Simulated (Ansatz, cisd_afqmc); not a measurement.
Species: O3, charge 0, singlet. O3 (SMILES O=[O+][O-]).
B3LYP-D3(BJ)/def2-TZVP minimum from Ansatz (a first-principles code):
```
O
O 1 1.2535
O 1 1.2535 2 118.30
```

Total energies in cc-pVDZ, 18 correlated electrons, 3 frozen orbitals. Radicals and triplets start from unrestricted determinants; spin-orbit coupling is neglected. Correlated methods leave the cores frozen. No relativity. AFQMC/CISD: phaseless, guided by CISD from CCSD amplitudes; bars are statistical, one sigma. Outlying blocks are dropped, and bars are widened where a walk drifts. Over all cases where full CI ran beside it in this data, AFQMC minus full CI had a median of +0.1 mEh and passed +0.4 mEh in a tenth of the cases. The T1 diagnostic of O3 (O=[O+][O-], singlet) reaches 0.026 in the sets run. The restricted determinant of O3 (O=[O+][O-], singlet) is unstable towards broken spin symmetry in at least one set run.

| method | program | energy (Eh) | minus CCSDTQ (mEh) |
|---|---|---|---|
| HF | Ansatz | -224.27166 | 641.42 |
| MP2 | Ansatz | -224.89786 | 15.23 |
| CCSD | Ansatz | -224.87655 | 36.53 |
| CCSD(T) | Ansatz | -224.90794 | 5.15 |
| CCSDT(Q) | Ansatz | -224.91438 | -1.30 |
| CCSDTQ | Ansatz | -224.91308 | 0.00 |
| AFQMC/CISD | cisd_afqmc | -224.9091 ± 0.0004 | 4.0 ± 0.4 |

Rough core times of Ansatz's runs on a shared machine: CCSD(T) under 20 s, CCSDT(Q) 30 s.
